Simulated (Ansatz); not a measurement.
Ideal-gas functions of C2H4S2, SMILES `C=C(S)S` at 800 K and 1 bar, from an Ansatz frequency run at PBE0-D4/def2-TZVP.

Molar mass 92.19 g/mol, point group C1 (symmetry number 1), electronic degeneracy 1, moments of inertia 71.719, 147.23, 217.296 u Å². Harmonic wavenumbers (cm⁻¹, unscaled): 241, 250, 270, 357, 455, 586, 683, 806, 873, 929, 960, 1143, 1418, 1655, 2693, 2697, 3170, 3262.

Use S(trans) = R[1.5 ln M + 2.5 ln T − 1.1517]; rotational temperatures θ = 24.2544 K / I; S(rot) = R[ln(√π/σ · √(T³/θAθBθC)) + 1.5]; for each mode x = 1.438777 ν̃/T, S = R[x/(eˣ − 1) − ln(1 − e⁻ˣ)] and H = RT x/(eˣ − 1); 1 cm⁻¹ = 0.0119627 kJ/mol; R = 8.31446 J/(mol·K).

By hand: the entropy, in J/(mol·K).

Translation 185.8. Rotation: θ = 0.3382, 0.1647, 0.1116 K, giving 121.7. Vibration, mode by mode: 15.33, 15.03, 14.40, 12.14, 10.21, 8.25, 7.11, 5.92, 5.37, 4.95, 4.74, 3.65, 2.47, 1.76, 0.39, 0.38, 0.19, 0.16, in all 112.4. Electronic 0.0. Sum 419.9 J/(mol·K).

By hand: H − E and G − E in kJ/mol, counted from the electronic energy.

Zero-point energy ½ × 22448 × 0.0119627 = 134.3; thermal vibration 47.9; translation, rotation and pV give 4 RT = 26.6. H − E = 208.8 kJ/mol, and G − E = 208.8 − 800 × 419.9/1000 = -127.1 kJ/mol.

Vibration gives 27 % of the entropy. The sum counts one conformer and one mirror image; others add a mixing term.
